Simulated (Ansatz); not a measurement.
# A geometry optimisation of CHO− with PBE0-D3(BJ)/def2-SVPD

The starting geometry of this gas-phase singlet was optimised with GFN2-xTB.

```yaml
atoms:
  - { symbol: C, position_ang: [-0.0576, -0.5542, 0.7871] }
  - { symbol: O, position_ang: [0.3222, -0.3679, -0.7344] }
  - { symbol: H, position_ang: [1.2828, -0.4614, -0.8097] }
```

Question: Predict what becomes of its bonds when it is optimised with PBE0-D3(BJ)/def2-SVPD.

Answer: It loosens into CO + H, which stay close as a complex (formulas without charges). Distances that change by over a tenth: C1–O2 (1.58 → 1.13 Å). Contacts that open: O2–H3 (0.97 → 2.73 Å).

The energy falls by 2.69 eV over 15 steps:

```tsv
step	E − E(last) (eV)
1	2.692
3	2.248
4	2.209
6	1.942
7	1.325
9	0.558
10	0.067
12	0.002
13	0.000
15	0.000
```

Final geometry (Å):

```yaml
atoms:
  - { symbol: C, position_ang: [-0.4292, -0.5322, 0.9110] }
  - { symbol: O, position_ang: [-0.2117, -0.3912, -0.1897] }
  - { symbol: H, position_ang: [2.1883, -0.4601, -1.4784] }
```

No frequencies were run, so the end isn't proven a minimum. Run with Ansatz 0.2.0, 6.3 s on 1 thread of Intel(R) Xeon(R) Platinum 8375C CPU @ 2.90GHz (Ice Lake), with other jobs on the host.
